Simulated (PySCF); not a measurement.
HO, SMILES `[OH]` (charge 0, multiplicity 2)

The numbers are results of ωB97X-D3(BJ)/def2-TZVP // B3LYP-D3(BJ)/def2-TZVP (PySCF 2.14.0), not measurements.

```yaml
highest_occupied_spin_orbital: -11.83 eV
dipole_moment: 0.370 e·Å
total_energy: -75.7764 Ha
cost: about 4 core-seconds (a rough figure)
```

```xyz
2

O      0.4883     0.0000     0.0000
H     -0.4883     0.0000     0.0000
```
Charge 0, spin multiplicity 2.
